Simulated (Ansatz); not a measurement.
Two shapes of singlet H₂O.

Shape 1:

```xyz
3

O    -0.0173   -0.0309   -0.1549
H    -0.0443    0.7473    0.5008
H     0.0490   -0.7606    0.4864
```

Shape 2:

```xyz
3

O     0.0644   -0.0587   -0.0782
H    -0.0343    0.8238    0.5867
H     0.1099   -0.6705    0.5252
```

Basis set: 6-31G (spherical functions). Frozen core: 1 orbital. Charge 0, multiplicity 1.

Computed with Ansatz (development build ahead of 0.2.0); each method stands on the lowest determinant of its kind that the runs found.

Question: Which shape is lower in energy, and by how much in each method?

Answer:

| method | E(2) − E(1) (eV) |
| --- | --- |
| RHF | 0.686 |
| RHF-MP2 | 0.731 |

Shape 1 is lower. Caution: stretched shape with no unrestricted run beside it, a lower state can exist. Caution for RHF-MP2: bonds are stretched, where a single reference can fail.
